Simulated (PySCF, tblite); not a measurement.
Isomers of C5H11O (doublet state), one GFN2-xTB conformer each. Single-point energies are computed at B3LYP/pcH-1 (PySCF, gas phase, no added dispersion term), electronic only. GFN2-xTB treats the open shell by occupation alone, and not every SCF solution was tested for stability.

```tsv
SMILES	GFN2-xTB relative energy (kcal/mol)
CCO[C](C)C	0.0
CC[C](C)OC	1.3
```

Conformers: `[CH3:1][CH2:2][O:3][C:4]([CH3:5])[CH3:6]` (doublet state) with C1–C2–O3–C4 71°, C2–O3–C4–C5 37°; `[CH3:1][CH2:2][C:3]([CH3:4])[O:5][CH3:6]` (doublet state) with C1–C2–C3–C4 68°, C2–C3–O5–C6 174°.

What does B3LYP/pcH-1 give for the same structures?

```tsv
SMILES	B3LYP/pcH-1 E (Eh)	B3LYP/pcH-1 (kcal/mol)	GFN2-xTB (kcal/mol)	point group
CCO[C](C)C	-272.34704	0.0	0.0	C1
CC[C](C)OC	-272.34182	3.3	1.3	C1
```

Both levels put the same isomer lowest. Neighbours under 5.0 kcal/mol apart (CCO[C](C)C and CC[C](C)OC) can change places with a better method, another conformer or zero-point energy.

What happens when harmonic zero-point energies from GFN2-xTB frequencies are added?

```csv
SMILES,ZPE (kcal/mol),electronic (kcal/mol),with ZPE (kcal/mol)
CCO[C](C)C,92.7,0.0,0.0
CC[C](C)OC,92.9,3.3,3.5
```

The zero-point energies span 0.2 kcal/mol. The order is unchanged.
